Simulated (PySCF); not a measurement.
Compound: AlH₆N.
SMILES with atom numbers: `[NH3+:1][AlH3-:2]` (hydrogens: H3, H4, H5 on N1; H6, H7, H8 on Al2)

Method: PBE0-D3(BJ)/def2-SVP geometry optimisation, gas phase in PySCF; density fitting, grid level 1; the optimiser is geomeTRIC in internal coordinates, started from a GFN2-xTB structure with every atom displaced at random (about 0.01 Å).

Step 1: E = -8176.7894 eV
```
atom  x, y, z in Å  |  force x, y, z in eV/Å
N1     -0.9838   -0.1279    0.0305    0.050  -0.582  -0.194
Al2     1.0781    0.1208   -0.1084    0.011  -0.058  -0.113
H3     -1.2246    0.5054    0.7813   -0.349   0.213   0.343
H4     -1.2310   -1.0812    0.3290    0.114   0.346  -0.014
H5     -1.5798    0.0905   -0.7720    0.210   0.082   0.023
H6      1.1231    1.6768   -0.5205   -0.010  -0.042   0.021
H7      1.4692   -0.9656   -1.2266    0.003   0.019   0.029
H8      1.4037   -0.2383    1.4339   -0.030   0.021  -0.095
```

Step 2: E = -8176.8076 eV
```
atom  x, y, z in Å  |  force x, y, z in eV/Å
N1     -0.9800   -0.1275    0.0397    0.033   0.033   0.204
Al2     1.0796    0.1183   -0.1133   -0.033  -0.024  -0.045
H3     -1.2635    0.5044    0.7927   -0.102  -0.077  -0.061
H4     -1.2253   -1.0752    0.3329    0.016   0.036  -0.002
H5     -1.5478    0.0966   -0.7776    0.075   0.033  -0.072
H6      1.1180    1.6721   -0.5206    0.002  -0.002  -0.011
H7      1.4672   -0.9695   -1.2280   -0.011   0.004  -0.003
H8      1.4068   -0.2387    1.4215    0.020  -0.003  -0.009
```

Problem. Estimate the geometry and energy of step 3. (The exact step hangs on the optimiser's Hessian estimate; all steps are aligned on step 2, rigid shifts and turns removed.)

Solution. E = -8176.8161 eV, largest force 0.272 eV/Å
```
atom  x, y, z in Å  |  force x, y, z in eV/Å
N1     -0.9781   -0.1251    0.0534    0.009   0.208   0.176
Al2     1.0783    0.1174   -0.1098   -0.019   0.015   0.012
H3     -1.3107    0.4975    0.7954    0.016  -0.062  -0.092
H4     -1.2244   -1.0726    0.3347   -0.030  -0.118  -0.023
H5     -1.5086    0.1024   -0.7876    0.021  -0.028  -0.061
H6      1.1185    1.6679   -0.5258   -0.002   0.013  -0.013
H7      1.4506   -0.9683   -1.2302   -0.027  -0.017  -0.015
H8      1.4294   -0.2388    1.4172    0.033  -0.011   0.016
```

The energy changes by -0.0085 eV. The first-order estimate −F·Δx gives -0.0127 eV and the mean of the old and new forces, exact on a quadratic surface, -0.0086 eV. The step makes an angle of 51° with the force vector and moves no atom by more than 0.048 Å.

The cost below is that of the whole optimisation. Time: 6.4 s wall; peak memory 0.29 GiB. Hardware: one thread of an Arm Neoverse V1, no GPU, shared host with 64 logical CPUs at a one-minute load of 30.
